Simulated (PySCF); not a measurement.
An unknown is described by computed data only.

Formula: C5H8O.

| Property | Result |
| --- | --- |
| 1H NMR | chemical shifts (computed TMS as zero) by class: 2.25 (3 H), 1.99 (1 H), 1.07 (2 H), 0.78 (2 H) ppm [GIAO PBE/pcSseg-2] |
| UV, first state | lowest singlet excitation: 4.53 eV (273 nm, f = 0.000) [TDDFT B3LYP/def2-SVPD] |
| Valence photoelectron | vertical ionisation energy: 9.45 eV [ΔSCF B3LYP/def2-SVPD] |
| Polarisability | 62.2 au [B3LYP/def2-SVPD] |
| NMR, other nuclei | isotropic shieldings of nuclei other than C and H, by class: -264 (1 O) ppm [GIAO PBE/pcSseg-2] |
| Rotational structure | rotational constants A, B, C: 7.242, 2.647, 2.313 GHz [PBE0-D3(BJ)/def2-SVP] |
| XPS | C1s 290.9 (×2), C1s 290.9, C1s 291.0, C1s 293.1, O1s 537.2 eV [ΔSCF SCAN, pcX-2 on the ionised atom, pcseg-1 elsewhere, spin-free X2C] |
| Dipole | 2.99 D [B3LYP/def2-SVPD] |
| UV, strongest line | among the 10 lowest singlet transitions: S3 at 6.90 eV (180 nm, f = 0.148) [TDDFT B3LYP/def2-SVPD] |
| 13C NMR | chemical shifts (computed TMS as zero) by class: 216.4 (1 C), 33.5 (1 C), 23.8 (1 C), 15.9 (2 C) ppm [GIAO PBE/pcSseg-2] |

Electronic properties: PySCF, gas phase, density fitting. Levels stand in brackets. Geometry: PBE0-D3(BJ)/def2-SVP, one conformer, isolated molecule. NMR classes are plain means over equivalent atoms (diastereotopic ones count apart unless rotation or inversion swaps them), as if these changed places fast.

**Question.** Give a SMILES that accounts for the data.

**Answer.** Numbering: `[CH3:1][C:2](=[O:3])[CH:4]1[CH2:5][CH2:6]1`. Its formula, C5H8O, gives 2 degrees of unsaturation: 1 ring and 1 π bond in the structure found. 5 carbons fall into 4 classes; from least to most shielded: ketone carbonyl carbon [C2] (216.4 ppm), methyl carbon next to a carbonyl [C1] (33.5 ppm), sp3 carbon next to a carbonyl [C4] (23.8 ppm), three-membered-ring carbon [C5/C6] (15.9 ppm, 2 C). Hydrogen classes from least to most shielded: 3 H on a methyl carbon next to a carbonyl, C1 (2.25 ppm, a mean of values up to 0.6 ppm apart in this geometry), 1 H on an sp3 carbon next to a carbonyl, C4 (1.99 ppm), 2 H on 2 three-membered-ring carbons, C5/C6 (1.07 ppm), 2 H on 2 three-membered-ring carbons, C5/C6 (0.78 ppm). The other shieldings belong to: -264 ppm, ketone oxygen [O3]. The core levels belong to: C1s 290.9 eV, three-membered-ring carbon [C5/C6]; C1s 290.9 eV, sp3 carbon next to a carbonyl [C4]; C1s 291.0 eV, methyl carbon next to a carbonyl [C1]; C1s 293.1 eV, ketone carbonyl carbon [C2]; O1s 537.2 eV, ketone oxygen [O3]. One atom of each topological class was ionised and stands for its class. S1 is mainly HOMO→LUMO (weight 0.99); the largest Löwdin shares of the orbital it empties are 0.61 on the ketone oxygen, 0.12 on the ketone carbonyl carbon, 0.10 on the methyl carbon next to a carbonyl and 0.09 on the sp3 carbon next to a carbonyl, of the orbital it fills 0.38 on the ketone carbonyl carbon, 0.30 on the ketone oxygen, 0.08 on the methyl carbon next to a carbonyl and 0.06 on a three-membered-ring carbon. By its constants the optimised geometry is an asymmetric top. Structure: `C(C1CC1)(=O)C` (methyl cyclopropyl ketone). Computed isomers that give other values at the same levels: `C=CC(=O)CC` (rotational constant A: 6.640 GHz; this holds for the one conformer computed); `CO[C@]12C[C@H]1C2` (rotational constant A: 7.696 GHz; this holds for the one conformer computed); `C[C@H]1[C@@H]2[C@@H](O)[C@H]12` (rotational constant A: 14.278 GHz; this holds for the one conformer computed). The assignments are read from this structure; whether some other isomer fits the data as well wasn't checked.

The values belong to the conformer `[CH3:1][C:2](=[O:3])[CH:4]1[CH2:5][CH2:6]1`: C1–C2–C4–C5 -150°.
